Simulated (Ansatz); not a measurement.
`ClCCCl`. The species carries charge 0 and has multiplicity 1. The geometry is a stationary point of PBE0-D4/def2-TZVP. It is one conformer, not always the lowest.

```xyz
8

Cl   -1.958    0.212    0.733
C    -0.238   -0.226    0.688
C     0.449    0.263   -0.557
Cl   -0.111   -0.577   -2.018
H     0.231    0.232    1.561
H    -0.175   -1.310    0.774
H     0.281    1.328   -0.708
H     1.521    0.077   -0.473
```

Q: What is the dipole moment at r2SCAN/def2-TZVPP? (An estimate is asked.)

A: The calculation gave: 2.70 D, with components (2.27, 0.40, 1.41) D in this frame, pointing from negative to positive charge.

Q: And with PBE, B3LYP, ωB97M-V? (An estimate is asked.)

A: Computed: PBE 2.54 D, B3LYP 2.64 D, ωB97M-V 2.64 D.

Q: Give the Mulliken charges with r2SCAN, PBE, B3LYP in def2-TZVPP. (Estimate.)

A: Ansatz gave: 
```json
{"atom": "Cl1", "r2SCAN": "-0.16", "PBE": "-0.14", "B3LYP": "-0.15"}
{"atom": "C2", "r2SCAN": "0.02", "PBE": "-0.09", "B3LYP": "-0.08"}
{"atom": "C3", "r2SCAN": "0.02", "PBE": "-0.09", "B3LYP": "-0.08"}
{"atom": "Cl4", "r2SCAN": "-0.16", "PBE": "-0.14", "B3LYP": "-0.15"}
{"atom": "H5", "r2SCAN": "0.07", "PBE": "0.11", "B3LYP": "0.11"}
{"atom": "H6", "r2SCAN": "0.07", "PBE": "0.12", "B3LYP": "0.12"}
{"atom": "H7", "r2SCAN": "0.07", "PBE": "0.12", "B3LYP": "0.12"}
{"atom": "H8", "r2SCAN": "0.07", "PBE": "0.11", "B3LYP": "0.11"}
```

B3LYP here is the variant with VWN-RPA as its local correlation; programs differ in this.
